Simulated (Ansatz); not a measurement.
**C3N−: energies up the ladder**

The task, for C3N−: energies up the ladder. Charge -1.

Program: Ansatz 0.2.0. Level of theory: the levels named in each step. These are calculated values, not measurements.

### 1 Starting point

Bond lengths: C1–C2 1.205 Å, C2–C3 1.367 Å, C3–N4 1.146 Å. Angles: C1–C2–C3 180.0°, C2–C3–N4 180.0°.

Coordinates:

```xyz
4

C     0.0000    0.0000   -1.8734
C     0.0000    0.0000   -0.6685
C     0.0000    0.0000    0.6982
N     0.0000    0.0000    1.8437
```

### 2 A rough first relaxation, PBE-D4/def2-SVPD

File input.yaml:

```yaml
crystal:
  periodic: [false, false, false]
  atoms:
    - { symbol: C, position_ang: [0.0, 0.0, -1.8734] }
    - { symbol: C, position_ang: [0.0, 0.0, -0.66848] }
    - { symbol: C, position_ang: [0.0, 0.0, 0.69817] }
    - { symbol: "N", position_ang: [0.0, 0.0, 1.84371] }
total_charge: -1
basis:
  gaussian: { orbitals: def2-SVPD }
hamiltonian:
  xc: pbe
  dispersion: d4
relax:
  f_tol: 0.03
  max_steps: 200
```

Command:

```bash
$ ansatz run input.yaml --threads 4 --pin off --max-ram 10240MiB --backend cpu --events-out ev --progress --plain --runs-dir out
```

After this run come: Relaxation, PBE0-D4/def2-TZVPPD; Frequencies, PBE0-D4/def2-TZVPPD; Single point, PBE-D4/def2-TZVPPD; Single point, r2SCAN-D4/def2-TZVPPD; Single point, B3LYP-D4/def2-TZVPPD; Single point, wB97M-V/def2-TZVPPD; Single point, B2PLYP/def2-TZVPPD; Single point, LDA/def2-TZVPPD; Single point, PBE0-D4/def2-SVPD; Single point, PBE-D4/def2-SVPD; Single point, CCSD(T)/def2-TZVPPD; Single point, CCSD(T)/def2-QZVPPD.

**Question.** What will these runs give? Wanted: C1–C2 at PBE0-D4/def2-TZVPPD; C2–C3 at PBE0-D4/def2-TZVPPD; C3–N4 at PBE0-D4/def2-TZVPPD; frequencies at PBE0-D4/def2-TZVPPD; energy at CCSD(T)/CBS.

**Answer**, as computed:

| quantity | value |
| --- | --- |
| C1–C2 at PBE0-D4/def2-TZVPPD | 1.246 Å |
| C2–C3 at PBE0-D4/def2-TZVPPD | 1.360 Å |
| C3–N4 at PBE0-D4/def2-TZVPPD | 1.166 Å |
| frequencies at PBE0-D4/def2-TZVPPD | 223 to 2297 cm⁻¹ |
| energy at CCSD(T)/CBS | -4592.886 eV |

**Reading.** No mode is imaginary, so the geometry is a minimum. These totals serve in differences with atoms or fragments at the same level; alone they don't rank the methods.
